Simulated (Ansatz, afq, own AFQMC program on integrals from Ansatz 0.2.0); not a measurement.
# CH3Al, singlet in def2-TZVP, levels against CCSDT(Q)

| atom | x (Å) | y (Å) | z (Å) |
| --- | --- | --- | --- |
| C | -0.4111 | 0.4963 | -0.3141 |
| Al | 0.7317 | -0.8845 | 0.5598 |
| H | 0.0500 | 1.5015 | -0.2764 |
| H | -1.4028 | 0.5814 | 0.1692 |
| H | -0.5943 | 0.2688 | -1.3814 |

Connectivity, by distances: CH3–Al.

Basis def2-TZVP. Noble-gas cores (and the filled d shells of Ga–Kr and In–Xe) are frozen. Integrals, coupled cluster, full CI and functionals: Ansatz 0.2.0; the random walks run on the same integrals in our own AFQMC program. The CISD trial takes its coefficients from CCSD amplitudes. Released means that phaseless walkers are propagated on without the constraint, phases kept. ± is one standard error of the sampling.

Determinant: RHF, the one that the program's search chose, which needn't be the lowest solution. The geometry is a PBE0/def2-SVP stationary point of this or a neighbouring charge and spin state.

No full CI on the walks' own integrals is used here; CCSDT(Q) serves as the reference and is uncertain by about the last step of the cluster series.

Cautions: restricted determinant unstable towards unrestricted (UHF 6 meV lower, ⟨S²⟩ 0.11).

```
T1 diagnostic                               : 0.0117
weight of the determinant in the CISD state : 0.865
size of the correlated space                : 10 electrons in 80 orbitals
```

Reference: CCSDT(Q), correlation energy -7.370 eV. The released energy is read at 2.40 1/Eh (meV from the phaseless value at times in 1/Eh: -2 ± 4 at 0.24, -4 ± 3 at 0.51, -10 ± 4 at 0.99, -8 ± 4 at 1.62, -8 ± 5 at 2.40).

```csv
level,E − E(reference) (mEh),share of correlation (%)
HF,270.86,0.00
MP2,40.08,85.20
CCSD,10.12,96.26
CCSD(T),1.05,99.61
CCSDT,0.40,99.85
ph-AFQMC/HF,-0.58 ± 0.94,100.21
ph-AFQMC/CISD,0.22 ± 0.12,99.92
released AFQMC,-0.08 ± 0.17,100.03
```

Released energies are given only where the last usable release times agree within the noise; a slower fall can still hide under it.
